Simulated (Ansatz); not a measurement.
Property card for FeSb

Level of theory: DFT r2SCAN, scalar-relativistic, plane waves, PAW (Ansatz 0.2.0).

Cutoff 500 eV; k points 12×12×8 on the computed 4-atom cell (Γ-centred); Gaussian smearing, width 0.10 eV; collinear spin from starting moments 2.84 2.84 0 0 μB.

The structure is relaxed at this level of theory with its symmetry kept. Whether it is the stable form of this composition wasn't checked.

The structure is hexagonal, space group P6_3/mmc (No. 194). Conventional cell: a = 4.130 Å, b = 4.130 Å, c = 5.062 Å, α = 90.00°, β = 90.00°, γ = 120.00°. Fe (site symmetry -3m) has 2 Fe at 2.53 Å and 6 Sb at 2.70 Å as nearest neighbours. Sb (site symmetry -6m2) is surrounded by 6 Fe at 2.70 Å.

```
Volume per atom                                                   : 18.69 Å³
Formation energy from the elements' standard states (uncorrected) : +0.158 eV/atom
Generalised Kohn–Sham band gap                                    : none (metal)
Density of states at the Fermi level                              : 5.01 states/eV per cell
Löwdin character within 0.5 eV of the Fermi level                 : Fe 3d 77 %, Sb 5p 14 %, unprojected 5 %
Bader charges (e)                                                 : Fe (2 in the cell) 0.21, Sb (2 in the cell) -0.21
Total moment                                                      : 4.81 μB per cell
Site moments (μB; atoms counted from 1 over the whole cell)       : Fe (atom 1) 2.59, Fe (atom 2) 2.59, Sb (atom 3) -0.10, Sb (atom 4) -0.10
```

The state reached may not be the lowest one. Spin-orbit coupling is left out, which matters for the bands of heavy elements. Only parallel moments were tried here.

Only this magnetic start was tried.

Cost: 1 run of about 14 core-minutes, on Intel Xeon Processor @ 2.50GHz (Skylake/Cascade Lake) (shared hosts).